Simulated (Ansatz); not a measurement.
Computed with Ansatz on PBE0-D4/def2-TZVP structures; ΔE is electronic, products minus reactants. CCSD(T)/CBS adds triple-zeta CCSD(T) − MP2 to the extrapolated MP2 energy (def2 sets, frozen cores). This one scheme is used for every species. Each species was taken in one conformer, which may not be the lowest.

Consider the hydrogenolysis of a C–F bond: `C#COC(C)F` + H₂ → `C#COCC` + H–F.

| species | CCSD(T)/CBS(def2) energy (Eh) |
| --- | --- |
| `C#COC(C)F` | -330.08620 |
| H₂ | -1.17544 |
| `C#COCC` | -230.89548 |
| H–F | -100.39570 |

Q: Work out ΔE.

A: ΔE = (-230.89548) + (-100.39570) − (-330.08620) − (-1.17544) = -0.02954 Eh = -18.5 kcal/mol.

Largest T1 diagnostic among the species: 0.012.

From PBE to PBE0 (25 % exact exchange), in def2-TZVPP and without D4, ΔE moves by −1.3 kcal/mol.
